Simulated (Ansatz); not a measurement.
One change: `COC(O)(F)F` becomes `COC(C)(F)F`.

Ansatz, PBE0-D4/def2-TZVP geometries, multiplicity 1. Each molecule was computed in one conformer, which needn't be the lowest.

```json
{"property": "size of the dipole moment (B3LYP/def2-TZVPP) / D", "`COC(O)(F)F`": "2.62"}
{"property": "LUMO energy (PBE/def2-TZVPP) / eV", "`COC(O)(F)F`": "0.20"}
{"property": "HOMO–LUMO gap (PBE0/def2-TZVPP) / eV", "`COC(O)(F)F`": "10.26"}
{"property": "HOMO energy (PBE0/def2-TZVPP) / eV", "`COC(O)(F)F`": "-9.13"}
{"property": "size of the dipole moment (ωB97M-V/def2-TZVPP) / D", "`COC(O)(F)F`": "2.62"}
{"property": "HOMO–LUMO gap (ωB97M-V/def2-TZVPP) / eV", "`COC(O)(F)F`": "14.15"}
```

Question: Give the same properties after the change, and the shifts. (Best estimate.)

Answer: Computed: 
```
                                          property  `COC(C)(F)F`  shift
  size of the dipole moment (B3LYP/def2-TZVPP) / D          3.01   0.39
                 LUMO energy (PBE/def2-TZVPP) / eV          0.42   0.22
              HOMO–LUMO gap (PBE0/def2-TZVPP) / eV          9.83  -0.43
                HOMO energy (PBE0/def2-TZVPP) / eV         -8.63   0.50
size of the dipole moment (ωB97M-V/def2-TZVPP) / D          3.01   0.39
           HOMO–LUMO gap (ωB97M-V/def2-TZVPP) / eV         13.66  -0.49
```

With PBE0 the HOMO rises by 0.50 eV and the LUMO rises by 0.08 eV, so the gap narrows by about 0.42 eV. PBE moves the HOMO by 0.42 eV and ωB97M-V by 0.53 eV. Dipoles are sizes alone; their direction can turn.

B3LYP here is the variant with VWN-RPA as its local correlation; programs differ in this.
